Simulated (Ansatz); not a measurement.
Geometry optimisation, Ansatz, RKS r2SCANh-D4/6-31G*.

Input:

```yaml
crystal:
  periodic: [false, false, false]
  atoms:
    - { symbol: Si, position_ang: [0.287783, 0.052221, -0.117702] }
    - { symbol: H, position_ang: [0.126303, -0.053324, 1.340974] }
    - { symbol: H, position_ang: [1.748425, -0.007205, -0.404929] }
    - { symbol: H, position_ang: [-0.24492, 1.338121, -0.616546] }
    - { symbol: H, position_ang: [-0.354751, -1.10929, -0.779692] }
    - { symbol: O, position_ang: [-2.399176, 0.051021, 0.928567] }
    - { symbol: H, position_ang: [-2.70612, -0.852569, 0.780068] }
    - { symbol: H, position_ang: [-1.719743, -0.048674, 1.633061] }
basis:
  gaussian: { orbitals: "6-31G*" }
hamiltonian:
  xc: r2scanh
  dispersion: d4
relax:
  f_tol: 0.03
  max_steps: 50
```

Run as:

```bash
$ ansatz run input.yaml --threads 1 --pin off --max-ram 2048MiB --backend cpu --events-out ev --progress --plain --runs-dir out
```

Question: Where does it end, and by what steps?

Answer: The run converged. After 7 steps the energy has fallen by 0.091 eV; H8 moved furthest, 0.55 Å.

```json
{"step": "0", "energy less start (eV)": "0.0000", "largest force component (eV/Å)": "0.805", "accepted": "yes"}
{"step": "1", "energy less start (eV)": "-0.0640", "largest force component (eV/Å)": "0.425", "accepted": "yes"}
{"step": "2", "energy less start (eV)": "-0.0299", "largest force component (eV/Å)": "1.520", "accepted": "no"}
{"step": "3", "energy less start (eV)": "-0.0775", "largest force component (eV/Å)": "0.189", "accepted": "yes"}
{"step": "4", "energy less start (eV)": "-0.0852", "largest force component (eV/Å)": "0.093", "accepted": "yes"}
{"step": "5", "energy less start (eV)": "-0.0906", "largest force component (eV/Å)": "0.049", "accepted": "yes"}
{"step": "6", "energy less start (eV)": "-0.0909", "largest force component (eV/Å)": "0.037", "accepted": "yes"}
{"step": "7", "energy less start (eV)": "-0.0910", "largest force component (eV/Å)": "0.002", "accepted": "yes"}
```

```xyz
8
Properties=species:S:1:pos:R:3
Si 0.391 0.041 -0.139
H 0.409 -0.102 1.340
H 1.805 0.001 -0.609
H -0.208 1.332 -0.543
H -0.323 -1.106 -0.754
O -2.495 0.037 0.904
H -2.624 -0.905 0.739
H -2.216 0.074 1.827
```

Whether the end is a true minimum wasn't checked by a vibrational analysis.

The run took 8.7 s on 1 thread of Intel(R) Xeon(R) 6975P-C (Granite Rapids), with other jobs on the host, peak memory 0.13 GiB.
